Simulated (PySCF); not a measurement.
B3LYP has the VWN-RPA correlation part, as in Gaussian. 

Z-matrix (Å, degrees):
```
C
O 1 1.2263
H 1 1.1063 2 120.21
C 1 1.4204 3 116.76 2 180.00
H 4 1.0833 1 121.16 3 0.00
H 4 1.0834 5 119.62 1 -180.00
```
Charge 0, spin multiplicity 2.

**Question.** Estimate the highest occupied spin orbital, total energy and dipole moment that B3LYP-D3(BJ)/def2-TZVP // PBE0-D4/def2-TZVP run with PySCF returns for this input.

**Answer.** 
highest occupied spin orbital: -7.35 eV
total energy: -153.2437 Ha
dipole moment: 2.94 D
